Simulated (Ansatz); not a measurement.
# BHSCl (SMILES S[B]Cl) at 6 levels

Aim: a comparison of 6 runs (U-r2SCAN/STO-3G, UB2PLYP/STO-3G, UBHLYP/STO-3G, UBLYP/STO-3G, UCAM-B3LYP/STO-3G, UCCSDT(Q)/STO-3G) of BHSCl. 

Program for the calculation: Ansatz 0.2.0.

75 further runs of the same task are left out: 2 that didn't finish, 73 set aside as unsound or not needed.

### 1 The molecule

BHSCl has 4 atoms, charge 0, and is taken as a doublet. SMILES: `S[B]Cl`. The B2–S1 distance was set to 3.532 Å, away from the relaxed value. At this shape a bond of the SMILES string is far longer than usual.

Bond lengths: B2–Cl3 1.722 Å, S1–H4 1.344 Å.

### 2 A single-point energy at U-r2SCAN/STO-3G (run 1)

Input file in.yaml:

```yaml
crystal:
  periodic: [false, false, false]
  atoms:
    - {symbol: S, position_ang: [1.432387, -2.053881, 1.408587]}
    - {symbol: B, position_ang: [-0.299600, 0.475700, -0.345800]}
    - {symbol: Cl, position_ang: [-2.014100, 0.616000, -0.427300]}
    - {symbol: H, position_ang: [2.668887, -1.627681, 1.098587]}
basis:
  gaussian:
    orbitals: STO-3G
magnetization:
  spin_polarized: true
  initial_magnetization: 1
hamiltonian:
  xc: {name: r2SCAN}
accuracy: high
```

Command:

```
$ ansatz run in.yaml --threads 1 --pin off --max-ram 2610MiB --events-out events.jsonl --progress --plain --runs-dir runs
```

The program printed:

```text
Warning: RAYON_NUM_THREADS=1 ignored (pool sized by the plan → 1); use --threads N
Functional definition: r2SCAN
  name "r2SCAN"
  parameter k0 = 0.174
  parameter k1 = 0.065
  parameter a1 = 4.9479
  exchange = r2scan_x(k0 = k0, k1 = k1, a1 = a1)
  correlation = r2scan_c
391 factors; integrals over basis functions are off by at most 2.7e-8 eV
mean field evaluation 1: about -23778.8684 eV, gradient 6.7e0 eV
mean field evaluation 2: about -23770.9709 eV, gradient 2.4e1 eV
mean field evaluation 4: about -23779.4525 eV, gradient 9.7e-1 eV
mean field evaluation 8: about -23779.4471 eV, gradient 1.2e-1 eV
mean field evaluation 16: about -23779.4602 eV, gradient 6.8e-2 eV
mean field evaluation 32: about -23779.4609 eV, gradient 1.5e-3 eV
mean field evaluation 64: about -23779.4609 eV, gradient 1.1e-7 eV
mean field evaluation 96: about -23779.4480 eV, gradient 1.8e-1 eV
mean field -23779.46088691 eV, -873.8790692964 hartree, gradient 6.1e-8 eV, S^2 0.859034; 7 other end points of the search recorded, 0 dependent functions left out
reference -23779.46088764 eV, -873.8790693234 hartree; 20, 19 occupied and 4, 5 virtual orbitals, 391 factors
Total energy: -23779.46088764 eV, -873.8790693234 hartree
```

Run time: 31 s. Hardware: 1 thread of Arm Neoverse V1, shared host; peak memory 0.23 GiB.

### 3 A single-point energy at UB2PLYP/STO-3G (run 2)

Input file in.yaml:

```yaml
crystal:
  periodic: [false, false, false]
  atoms:
    - symbol: S
      position_ang: [1.432387, -2.053881, 1.408587]
    - symbol: B
      position_ang: [-0.299600, 0.475700, -0.345800]
    - symbol: Cl
      position_ang: [-2.014100, 0.616000, -0.427300]
    - symbol: H
      position_ang: [2.668887, -1.627681, 1.098587]
basis:
  gaussian:
    orbitals: STO-3G
magnetization:
  spin_polarized: true
  initial_magnetization: 1
hamiltonian:
  xc: {name: B2PLYP}
correlation:
  frozen_orbitals: {B: 1, Cl: 5, H: 0, S: 5}
accuracy: high
```

Command:

```
$ ansatz run in.yaml --threads 1 --pin off --max-ram 2610MiB --events-out events.jsonl --progress --plain --runs-dir runs
```

The program printed (excerpt; [...] marks lines left out):

```text
Warning: RAYON_NUM_THREADS=1 ignored (pool sized by the plan → 1); use --threads N
Functional definition: B2PLYP
  name "B2PLYP"
[...]
391 factors; integrals over basis functions are off by at most 2.7e-8 eV
[...]
mean field -23770.30488944 eV, -873.5425925957 hartree, gradient 7.9e-8 eV, S^2 0.834186; 6 other end points of the search recorded, 0 dependent functions left out
11 core orbitals not correlated: weight in the atoms' cores, before any rotation towards them, 1.000 or more for the frozen orbitals, at most 0.000 for the correlated occupied ones
reference -23770.30490915 eV, -873.5425933198 hartree; 9, 8 occupied and 4, 5 virtual orbitals, 391 factors
second order -2.03996433 eV of doubles, -0.00000000 eV of singles
Total energy: -23770.85569952 eV, -873.5628344925 hartree
```

It took 6.6 s on 1 thread of Arm Neoverse V1, shared host; peak memory 0.14 GiB.

Run 3 isn't shown in full; the table further down has it.

### 4 The energy at UBLYP/STO-3G (run 4)

Input file input.yaml:

```yaml
crystal:
  periodic: [false, false, false]
  atoms:
    - {symbol: S, position_ang: [1.432387, -2.053881, 1.408587]}
    - {symbol: B, position_ang: [-0.299600, 0.475700, -0.345800]}
    - {symbol: Cl, position_ang: [-2.014100, 0.616000, -0.427300]}
    - {symbol: H, position_ang: [2.668887, -1.627681, 1.098587]}
basis:
  gaussian:
    orbitals: STO-3G
magnetization:
  spin_polarized: true
  initial_magnetization: 1
hamiltonian:
  xc: {name: BLYP}
accuracy: high
```

Command:

```
$ ansatz run input.yaml --threads 1 --pin off --max-ram 2610MiB --events-out events.jsonl --progress --plain --runs-dir runs
```

The program printed:

```text
Warning: RAYON_NUM_THREADS=1 ignored (pool sized by the plan → 1); use --threads N
Functional definition: BLYP
  name "BLYP"
  parameter beta = 0.0042
  parameter a = 0.04918
  parameter b = 0.132
  parameter c = 0.2533
  parameter d = 0.349
  exchange = b88_x(beta = beta)
  correlation = lyp_c(a = a, b = b, c = c, d = d)
391 factors; integrals over basis functions are off by at most 2.7e-8 eV
mean field evaluation 1: about -23777.1959 eV, gradient 6.6e0 eV
mean field evaluation 2: about -23763.4251 eV, gradient 3.7e1 eV
mean field evaluation 4: about -23777.6971 eV, gradient 1.3e0 eV
mean field evaluation 8: about -23777.7065 eV, gradient 6.5e-2 eV
mean field evaluation 16: about -23777.7078 eV, gradient 9.9e-3 eV
mean field evaluation 32: about -23777.7079 eV, gradient 3.1e-5 eV
mean field evaluation 64: about -23776.6608 eV, gradient 4.2e0 eV
mean field -23777.70793082 eV, -873.8146493484 hartree, gradient 3.3e-8 eV, S^2 0.757743; 7 other end points of the search recorded, 0 dependent functions left out
reference -23777.70797276 eV, -873.8146508896 hartree; 20, 19 occupied and 4, 5 virtual orbitals, 391 factors
Total energy: -23777.70797276 eV, -873.8146508896 hartree
```

It took 6.9 s on 1 thread of Arm Neoverse V1, shared host; peak memory 0.13 GiB.

Run 5 isn't shown in full; the table further down has it.

### 5 A single-point energy at UCCSDT(Q)/STO-3G (run 6)

Input file run.yaml:

```yaml
crystal:
  periodic: [false, false, false]
  atoms:
    - {symbol: S, position_ang: [1.432387, -2.053881, 1.408587]}
    - {symbol: B, position_ang: [-0.299600, 0.475700, -0.345800]}
    - {symbol: Cl, position_ang: [-2.014100, 0.616000, -0.427300]}
    - {symbol: H, position_ang: [2.668887, -1.627681, 1.098587]}
basis:
  gaussian:
    orbitals: STO-3G
magnetization:
  spin_polarized: true
  initial_magnetization: 1
correlation:
  method: ccsdt_q
  frozen_orbitals: {B: 1, Cl: 5, H: 0, S: 5}
accuracy: high
scf:
  omitted_lower_state_checks: [cluster_reference, increment]
```

Command:

```
$ ansatz run run.yaml --threads 1 --pin off --max-ram 2610MiB --events-out events.jsonl --progress --plain --runs-dir runs
```

The program printed:

```text
Warning: RAYON_NUM_THREADS=1 ignored (pool sized by the plan → 1); use --threads N
[... 17 lines left out ...]
11 core orbitals not correlated: weight in the atoms' cores, before any rotation towards them, 1.000 or more for the frozen orbitals, at most 0.000 for the correlated occupied ones
[... 82 lines left out ...]
Total energy: -23745.99646117 eV, -872.6492743335 hartree
Checks for a lower state left out: cluster_reference, increment
```

It took 3.6 s on 1 thread of Arm Neoverse V1, shared host; peak memory 0.11 GiB.

### 6 The series

```csv
run,level,frozen core orbitals,energy (Eh),⟨S²⟩,wall time
1,U-r2SCAN/STO-3G,–,-873.879069,0.859,31 s
2,UB2PLYP/STO-3G,11,-873.562834,0.834,6.6 s
3,UBHLYP/STO-3G,–,-873.944592,0.790,5.4 s
4,UBLYP/STO-3G,–,-873.814651,0.758,6.9 s
5,UCAM-B3LYP/STO-3G,–,-873.871254,0.764,6 s
6,UCCSDT(Q)/STO-3G,11,-872.649274,1.076,3.6 s
```

### 7 Results

```
                                           quantity          value
                                run 6: total energy  -872.64927 Eh
run 6: correlation energy (11 core orbitals frozen)      -82.8 mEh
           run 6: ⟨S²⟩ of the reference determinant          1.076
                               run 6: T1 diagnostic          0.060
```

Totals of different functionals can't be ranked against each other. In runs 1, 2, 3, 4, 5, 6 the basis is minimal, so the values are rough. Spin contamination of the reference: run 6 ⟨S²⟩ = 1.08, run 1 ⟨S²⟩ = 0.86. All runs together took 60 s, the longest 31 s.
